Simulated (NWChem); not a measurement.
Species: tetrafluoromethane (CF₄); SMILES FC(F)(F)F

Results from NWChem. Pople sets run with spherical d functions. B3LYP is NWChem's, with the RPA form of VWN correlation. Each level has its own optimisation; frequencies are unscaled.

For level Hartree-Fock/6-31G*:

* **r C–F (Å)**: 1.302
* **highest harmonic frequency (cm⁻¹)**: 1473
* **lowest (cm⁻¹)**: 472
* **zero-point energy (kcal/mol)**: 12.0

**Question.** What are these values for level B3LYP/6-31G*?

**Answer.** 
* **r C–F (Å)**: 1.329
* **highest harmonic frequency (cm⁻¹)**: 1307
* **lowest (cm⁻¹)**: 425
* **zero-point energy (kcal/mol)**: 10.8
